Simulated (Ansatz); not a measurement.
Two structures, one formula

Two relaxed structures of CH4BO (charge +1), singlet (PBE0-D4/def2-TZVP; forces vanish, vibrations not checked).

A:

```
7
angstrom
B 1.2764 -0.5554 0.2487
C 0.3114 0.4458 0.0894
O -1.0795 0.1813 -0.2246
H -1.2924 -0.1272 -1.1218
H -1.6372 -0.2059 0.4714
H 0.4896 1.5096 0.1806
H 2.1174 -1.3598 0.3910
```

B:

```
7
angstrom
B -1.2134 0.1549 -0.2065
C 0.0528 -0.6096 0.2585
O 1.2077 -0.1198 0.1463
H -1.6001 -0.0316 -1.3175
H -1.7797 0.8319 0.5932
H -0.0461 -1.6112 0.7016
H 1.9378 -0.6832 0.4697
```

Ansatz 0.2.0; basis: def2-TZVPP; cores frozen in the correlated methods. B3LYP uses VWN-RPA correlation.

Problem. Which structure is lower at CCSD(T), and by how much? (To be estimated.)

Solution. Computed: B, by 30.62 kcal/mol (electronic energy, against the other). By their contacts, A is CH₄BO ([BH][CH][OH2]), total charge +1 and B is CH₄BO ([BH2][CH][OH]), total charge +1.

All methods give the same order:

| method | E(B) − E(A) (kcal/mol) |
| --- | --- |
| PBE-D4 | -32.14 |
| r2SCAN-D4 | -33.21 |
| PBE0-D4 | -31.34 |
| B3LYP-D4 | -32.21 |
| wB97M-V | -29.91 |
| HF | -36.96 |
| MP2 | -29.53 |
| CCSD | -30.82 |
| CCSD(T) | -30.62 |

No T1 diagnostic of these runs exceeds 0.018.

Labels in which every atom is bracketed show which atoms are joined, not bond orders.

For scale, one of the runs: CCSD(T)/def2-TZVPP, 149 basis functions, launched by `ansatz run in.yaml --threads 2 --pin off --events-out ev --progress --plain --max-ram 4352MiB`. Time: 15 s of wall clock on 2 CPU threads of an Intel Xeon Platinum 8259CL; the host was shared. Peak host memory: 0.99 GiB.
